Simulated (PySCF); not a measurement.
Constitutional and geometric isomers with formula C3H4. All species are isolated molecules in the gas phase. Strings in code marks are SMILES.

Computed with M06-2X/def2-TZVP // B3LYP-D3(BJ)/def2-TZVP (PySCF). All candidates: neutral, multiplicity 1. Delta-SCF ions had no search for a lower state. Excitations are Tamm–Dancoff values on a coarser integration grid. The basis has no diffuse functions, so Rydberg states are missing or too high.

- vertical ionisation energy (Delta-SCF): 9.90 eV
- S1 excitation (TDA): 6.47 eV
- dipole moment: 0.49 D

### Question
Which member has these values?
(A) `C=C=C`
(B) `C#CC`
(C) `C1=CC1`

### Answer
C, `C1=CC1`. The others give `C#CC`: 10.43 eV, 6.28 eV, 0.80 D; `C=C=C`: 10.25 eV, 5.86 eV, 0.00 D
